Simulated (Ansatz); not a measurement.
Born–Oppenheimer molecular dynamics of H₃PS (5 atoms, charge 0, multiplicity 1). It starts at the highest image of a converged band. Of that band: Neighbouring images differ by up to 1.2 eV, so the band resolves the path poorly. A vibrational analysis at the climbing image gives one clearly imaginary mode, 860i cm⁻¹: a first-order saddle point.

Method: RKS PBE/def2-SVPD in Ansatz.

```json
{
 "ensemble": "NVE (velocity Verlet)",
 "time step": "0.5 fs",
 "steps asked": "200",
 "starting velocities drawn for": "300 K",
 "seed": "4236"
}
```

First frame:

```xyz
5
Properties=species:S:1:pos:R:3
P -0.503 -0.968 0.969
S -0.333 1.094 -0.032
H 0.397 -1.543 -0.011
H -0.532 -0.037 -0.861
H 1.021 1.381 -0.106
```

(1) How far do the bonds stretch over the last three quarters of this one trajectory? (Pairs bonded in most of those frames.)

Results:

(1) 
| bond | mean (Å) | spread (Å) | shortest | longest |
| --- | --- | --- | --- | --- |
| P1–S2 | 2.241 | 0.059 | 2.17 | 2.36 |
| P1–H3 | 1.451 | 0.050 | 1.36 | 1.54 |
| P1–H4 | 1.600 | 0.186 | 1.25 | 1.90 |
| S2–H5 | 1.385 | 0.044 | 1.30 | 1.50 |

Mean temperature of the second half: 3392 K. The conserved energy stayed within 1.2 meV per atom of its start (net change 0.15 meV per atom), so the integration is sound. The system heated up, since it started high on the potential surface and ran downhill. A run of 0.1 ps of so small a system gives no equilibrium averages. The orbitals stay closed-shell, which can raise the energy where a bond breaks towards radicals; this wasn't checked here.

Time of the run: 6.4 min on 1 CPU thread of a shared host.
